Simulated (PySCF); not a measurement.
# [PO2]+ (SMILES O=[P+]=O): B2PLYP/STO-6G

What is the vertical ionisation energy of [PO2]+ at B2PLYP/STO-6G? The job is set up through a Python script.

The results are computed with PySCF 2.14.0.

10 further runs of the same task are left out: 1 that didn't finish, 9 set aside as unsound or not needed.

## (1) The structure to begin with

[PO2]+: 3 atoms, total charge +1, spin state singlet. SMILES: `O=[P+]=O`. The shape is that of a GFN2-xTB optimisation.

Bond lengths: O1–P2 1.407 Å, P2–O3 1.408 Å. Angles: O1–P2–O3 179.9°.

## (2) The energy at B2PLYP/STO-6G

File calc.py:

```python
from pyscf import gto, dft, mp

mol = gto.M(
    atom=[
    ('O', (0.792290, 1.025900, 0.548180)),
    ('P', (0.000230, -0.000210, 0.000340)),
    ('O', (-0.792520, -1.025690, -0.548520)),
],
    basis='sto-6g',
    max_memory=1860,
    verbose=3,
    charge=1,
    spin=0,
)

mf = dft.RKS(mol, xc='0.53*HF + 0.47*B88, 0.73*LYP')
mf.grids.level = 5
mf.conv_tol = 1e-10
mf.kernel()
if not mf.converged:
    mf = mf.newton().run(mf.mo_coeff, mf.mo_occ)

pt = mp.MP2(mf, frozen=7).run()
e_tot = mf.e_tot + 0.27 * pt.e_corr
print('PT2 part  %.8f' % (0.27 * pt.e_corr))
print(f'total energy: {e_tot:.8f} hartree')
```

Run with:

```bash
$ OMP_NUM_THREADS=1 python calc.py
```

The log of the run:

```text
converged SCF energy = -489.078180527464
E(RMP2) = -489.484436770202  E_corr = -0.406256242738047
E(SCS-RMP2) = -489.461040315455  E_corr = -0.382859787991079
PT2 part  -0.10968919
total energy: -489.18786971 hartree
```

Run time: 2.6 s. Hardware: 1 thread of Arm Neoverse V2, shared host; peak memory 0.19 GiB.

## (3) Doublet [PO2]2+, same level

File input.py:

```python
from pyscf import gto, dft, mp

molecule = gto.M(
    atom=[
    ('O', (0.792290, 1.025900, 0.548180)),
    ('P', (0.000230, -0.000210, 0.000340)),
    ('O', (-0.792520, -1.025690, -0.548520)),
],
    charge=2,
    verbose=3,
    basis='sto-6g',
    spin=1,
    max_memory=1860,
)

calc0 = dft.UKS(molecule, xc='0.53*HF + 0.47*B88, 0.73*LYP')
calc0.conv_tol = 1e-10
calc0.grids.level = 5
calc0.kernel()
if not calc0.converged:
    calc0 = calc0.newton().run(calc0.mo_coeff, calc0.mo_occ)

pt = mp.MP2(calc0, frozen=7).run()
etot = calc0.e_tot + 0.27 * pt.e_corr
print('PT2 part  %.8f' % (0.27 * pt.e_corr))
print(f'total energy: {etot:.8f} hartree')
```

Run with:

```bash
$ OMP_NUM_THREADS=1 python input.py
```

The log of the run:

```text
converged SCF energy = -488.385514706507  <S^2> = 0.93927219  2S+1 = 2.1810751
E(UMP2) = -488.659139185375  E_corr = -0.273624478868409
E(SCS-UMP2) = -488.643564056915  E_corr = -0.258049350408658
PT2 part  -0.07387861
total energy: -488.45939332 hartree
```

Run time: 4.2 s. Hardware: 1 thread of Arm Neoverse V2, shared host; peak memory 0.2 GiB.

## (4) Outcome

Level: B2PLYP/STO-6G, 7 core orbitals frozen.

```
                                                                 quantity          value
                                             singlet [PO2]+: total energy  -489.18787 Eh
                        singlet [PO2]+: HOMO energy (SCF part's orbitals)      -17.29 eV
                        singlet [PO2]+: LUMO energy (SCF part's orbitals)       -7.13 eV
                      singlet [PO2]+: HOMO–LUMO gap (SCF part's orbitals)       10.15 eV
                                            doublet [PO2]2+: total energy  -488.45939 Eh
doublet [PO2]2+: HOMO energy (SCF part's orbitals) (highest over α and β)      -28.41 eV
 doublet [PO2]2+: LUMO energy (SCF part's orbitals) (lowest over α and β)      -20.43 eV
                                                    doublet [PO2]2+: ⟨S²⟩          0.939
                     vertical ionisation energy (to the doublet dication)      19.823 eV
```

The vertical ionisation energy comes to 19.82 eV (457 kcal/mol). −ε(HOMO) before ionisation, 17.29 eV, is 2.54 eV below this ionisation energy. In a minimal basis such a difference can be off by several eV, whatever the method. ⟨S²⟩ (doublet [PO2]2+) is 0.94 where a pure doublet has 0.75: the reference is spin-contaminated. Mulliken charges (doublet [PO2]2+) run from +0.10 on O1 to +1.81 on P2; they depend strongly on the basis.
